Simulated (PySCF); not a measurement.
Species: `C(CC=C)F`. The columns A, B, C and D hold Mulliken, IAO, Hirshfeld and ESP-fitted charges (e) of one PBE0/pcSseg-1 density (PySCF), in a shuffled order. Coordinates in Å (GFN2-xTB); the density's dipole moment is (-0.35, 1.66, 0.07) D.

```csv
atom,x,y,z,A,B,C,D
C1,-1.989,0.134,-0.115,-0.542,-0.107,-0.150,-0.323
C2,-0.810,-0.426,-0.307,-0.034,-0.038,-0.242,-0.132
C3,0.469,0.336,-0.471,-0.112,-0.075,-0.239,-0.280
C4,1.492,-0.053,0.592,+0.175,+0.028,+0.160,+0.049
F5,1.892,-1.357,0.426,-0.263,-0.123,-0.344,-0.332
H6,-2.886,-0.450,-0.001,+0.200,+0.046,+0.118,+0.152
H7,-2.107,1.205,-0.073,+0.215,+0.042,+0.107,+0.141
H8,-0.708,-1.502,-0.345,+0.128,+0.045,+0.116,+0.151
H9,0.896,0.120,-1.454,+0.080,+0.046,+0.144,+0.154
H10,0.286,1.409,-0.396,+0.067,+0.050,+0.118,+0.143
H11,2.397,0.561,0.518,+0.036,+0.045,+0.108,+0.137
H12,1.069,0.020,1.599,+0.049,+0.041,+0.107,+0.139
```

Problem. Which column most likely holds the ESP-fitted charges?

Solution. A. Σ q r misses the density's dipole by 0.04 D (A), 0.70 D (B), 0.99 D (D), 1.34 D (C). Charges fitted to the outside potential are the only set here that is tied to the molecule's multipoles.

Problem. And the Hirshfeld charges?

Solution. B. The mean sizes are 0.057 e (B), 0.158 e (A), 0.163 e (C), 0.178 e (D), and Hirshfeld charges are commonly the smallest of these schemes.

As computed, A = ESP-fitted, B = Hirshfeld, C = Mulliken, D = IAO. Hydrogens on carbon: ESP-fitted +0.04 to +0.21, Hirshfeld +0.04 to +0.05, Mulliken +0.11 to +0.14, IAO +0.14 to +0.15 e.

The IAO scheme counts the electrons in orthogonalised intrinsic atomic orbitals, a minimal basis polarised so that it spans the occupied orbitals exactly. The Mulliken scheme counts on each atom the diagonal of the density matrix times the overlap matrix over that atom's basis functions.

Isolated species at its GFN2-xTB geometry (one conformer only).

The run behind these numbers computed NMR shieldings as well. On one thread of an x86-64 server, no GPU, on a shared host, this took 7.9 s of wall time.

The values belong to the conformer `[CH2:1]=[CH:2][CH2:3][CH2:4][F:5]`: C1–C2–C3–C4 121°, C2–C3–C4–F5 66°.
